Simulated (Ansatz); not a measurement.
Total energies of B(H2O)H3 (BOH₅) from Ansatz at r2SCAN-D4/def2-TZVP, gas phase (1 Eh = 27.2114 eV = 2625.5 kJ/mol). The reference geometry is relaxed at r2SCAN-D4/def2-TZVP.

```xyz
7

B    -0.377   -0.488   -0.377
O     0.215    0.744    0.651
H     0.657    1.401    0.097
H     0.897    0.354    1.215
H    -0.852   -1.257    0.416
H     0.618   -0.874   -0.944
H    -1.158    0.121   -1.058
```

| state | geometry | energy (Eh) |
| --- | --- | --- |
| charge 0 singlet | reference | -103.03539 |
| charge 1 doublet | reference | -102.63865 |
| free B atom (doublet) | – | -24.63675 |
| free O atom (triplet) | – | -75.05861 |
| free H atom (doublet) | – | -0.49993 |

Work out the vertical ionisation energy to the doublet.

E(charge 1 doublet) − E(charge 0 singlet) = -102.63865 − (-103.03539) = 0.39674 Eh = 10.80 eV. For comparison, −ε of the highest occupied level is 7.09 eV at this level, 3.71 eV less.

What is the binding energy per atom against free atoms?

Atoms: 1 × (-24.63675) + 1 × (-75.05861) + 5 × (-0.49993) = -102.19501 Eh. Binding: -102.19501 − (-103.03539) = 0.84038 Eh = 22.87 eV, or 3.27 eV for each of 7 atoms (no zero-point energy, no counterpoise term).
